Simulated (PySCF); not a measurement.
C3H3FO2.
Numbering: `[O:1]=[C:2]1[CH2:3][C@@H:4]([F:5])[O:6]1` (hydrogens: H7, H8 on C3; H9 on C4)

Method: PySCF, PBE0-D3(BJ)/def2-SVP geometry optimisation, gas phase; density fitting, grid level 1; the optimiser is geomeTRIC in internal coordinates, started from a GFN2-xTB structure with every atom displaced at random (about 0.01 Å).

Step 2: E = -9952.4082 eV
```
atom  x, y, z in Å  |  force x, y, z in eV/Å
O1      0.0080   -0.5520   -2.2965    0.064  -0.390   0.275
C2     -0.0104   -0.4273   -1.1200   -0.234   0.374  -0.101
C3      0.5297    0.5696   -0.1078   -0.211  -0.208  -0.017
C4     -0.3216   -0.2520    0.8602    0.237   0.084   0.090
F5     -1.3772    0.4065    1.3604   -0.164   0.048   0.097
O6     -0.7245   -1.1397   -0.1737    0.293   0.155  -0.371
H7      0.1633    1.5866   -0.3137    0.004  -0.020   0.201
H8      1.6115    0.5777    0.0678    0.071  -0.063  -0.103
H9      0.1865   -0.7883    1.6800   -0.061   0.019  -0.070
```

Step 3: E = -9952.4390 eV
```
atom  x, y, z in Å  |  force x, y, z in eV/Å
O1      0.0366   -0.6239   -2.3004    0.061   0.176   0.598
C2     -0.0247   -0.4041   -1.1352   -0.062  -0.304  -0.261
C3      0.5163    0.5828   -0.1105   -0.051   0.103  -0.097
C4     -0.3167   -0.2431    0.8591   -0.057  -0.070  -0.010
F5     -1.3766    0.4046    1.3759    0.029   0.006   0.061
O6     -0.7256   -1.1139   -0.1860    0.011  -0.016  -0.164
H7      0.1640    1.6123   -0.2638    0.002   0.009   0.100
H8      1.5991    0.5670    0.0519    0.129  -0.013  -0.128
H9      0.1928   -0.8006    1.6659   -0.062   0.109  -0.099
```

Task: Estimate the geometry and energy of step 4. (The exact step hangs on the optimiser's Hessian estimate; all steps are aligned on step 3, rigid shifts and turns removed.)

Result: E = -9952.4489 eV, largest force 0.136 eV/Å
```
atom  x, y, z in Å  |  force x, y, z in eV/Å
O1      0.0682   -0.6329   -2.2853   -0.014   0.015   0.059
C2     -0.0300   -0.4067   -1.1290    0.063  -0.038  -0.109
C3      0.5098    0.5868   -0.1145   -0.008   0.017   0.024
C4     -0.3211   -0.2422    0.8550   -0.084  -0.025   0.104
F5     -1.3736    0.4065    1.3889    0.057  -0.021  -0.029
O6     -0.7383   -1.1119   -0.1897   -0.017   0.043  -0.012
H7      0.1602    1.6202   -0.2417   -0.014  -0.003  -0.002
H8      1.5994    0.5622    0.0196    0.005  -0.001  -0.036
H9      0.1905   -0.8009    1.6535    0.011   0.012   0.002
```

The energy changes by -0.0098 eV. The first-order estimate −F·Δx gives -0.0194 eV and the mean of the old and new forces, exact on a quadratic surface, -0.0099 eV. The step makes an angle of 67° with the force vector and moves no atom by more than 0.036 Å.

The cost below is that of the whole optimisation. On Arm Neoverse V2, one thread, on a shared host, this took 22 s wall and 0.41 GiB of memory at its peak.
